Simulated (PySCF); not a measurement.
Which method gave which barrier?

Saddle point of BH₂OF, singlet (BH₂OF ([OH][BH][F]) → BOF + H₂; bonds formed: H2–H4; bonds broken: B1–H2, O3–H4), PBE0-D4/def2-TZVP structure:

| atom | x (Å) | y (Å) | z (Å) |
| --- | --- | --- | --- |
| B1 | -0.1593 | 0.1656 | 0.2902 |
| H2 | 0.4753 | 0.1791 | -0.9913 |
| O3 | -0.2304 | -1.0473 | 0.6601 |
| H4 | 0.3504 | -0.7000 | -0.5755 |
| F5 | -0.4360 | 1.4025 | 0.6166 |

PySCF 2.14 with density fitting (its default auxiliary sets; JK sets also for MP2 and CCSD(T)); basis: def2-TZVPP, with def2-QZVPP for the basis limit; cores frozen in the correlated methods. Extrapolation: Hartree–Fock as exp(−7.88 √X), correlation as X^−2.97. Four methods, as single points on the PBE0-D4 structures, gave these electronic barriers from the start structure: 56.12, 60.41, 70.88, 81.52 kcal/mol.

(1) The methods were, in alphabetical order, BHLYP-D4, HF, PBE-D4, r2SCAN-D4. Which gave which? (A judgement: the text doesn't fix the answer.)

The T1 diagnostic stays at or below 0.018.

Answers

(1) By the calculation: PBE-D4 56.12; r2SCAN-D4 60.41; BHLYP-D4 70.88; HF 81.52 kcal/mol. For comparison, CCSD(T) at an estimated basis limit (MP2 extrapolated from triple and quadruple zeta, plus CCSD(T) − MP2 in triple zeta) gives 65.55 kcal/mol.

Labels in which every atom is bracketed show which atoms are joined, not bond orders.

For scale, one of the runs: CCSD(T)/def2-TZVPP, 121 basis functions, launched by `OMP_NUM_THREADS=4 python run.py`. Hardware: 4 CPU threads of an Arm Neoverse V2, shared host. Wall time 34 s; peak host memory 0.61 GiB.
